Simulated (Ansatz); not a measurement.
Start from `OC=C(Cl)Cl` and change one atom or group to get `O/C=C(/F)Cl`.

Ansatz, PBE0-D4/def2-TZVP geometries, multiplicity 1. Each molecule was computed in one conformer, which needn't be the lowest.

```json
{"property": "HOMO–LUMO gap (PBE/def2-TZVPP) / eV", "`OC=C(Cl)Cl`": "4.65"}
{"property": "size of the dipole moment (ωB97M-V/def2-TZVPP) / D", "`OC=C(Cl)Cl`": "0.64"}
{"property": "HOMO energy (PBE/def2-TZVPP) / eV", "`OC=C(Cl)Cl`": "-5.54"}
{"property": "LUMO energy (PBE0/def2-TZVPP) / eV", "`OC=C(Cl)Cl`": "0.06"}
{"property": "HOMO energy (ωB97M-V/def2-TZVPP) / eV", "`OC=C(Cl)Cl`": "-8.92"}
{"property": "ideal-gas entropy at 298 K and 1 bar (rigid rotor, harmonic PBE0-D4/def2-TZVP) / J/(mol·K)", "`OC=C(Cl)Cl`": "316"}
```

Question: What does the change do to each property? (Estimate.)

Answer: Computed: 
| property | `O/C=C(/F)Cl` | shift |
| --- | --- | --- |
| HOMO–LUMO gap (PBE/def2-TZVPP) / eV | 5.00 | 0.35 |
| size of the dipole moment (ωB97M-V/def2-TZVPP) / D | 0.75 | 0.11 |
| HOMO energy (PBE/def2-TZVPP) / eV | -5.47 | 0.07 |
| LUMO energy (PBE0/def2-TZVPP) / eV | 0.51 | 0.45 |
| HOMO energy (ωB97M-V/def2-TZVPP) / eV | -8.99 | -0.07 |
| ideal-gas entropy at 298 K and 1 bar (rigid rotor, harmonic PBE0-D4/def2-TZVP) / J/(mol·K) | 306 | -10 |

Dipoles are sizes alone; their direction can turn.
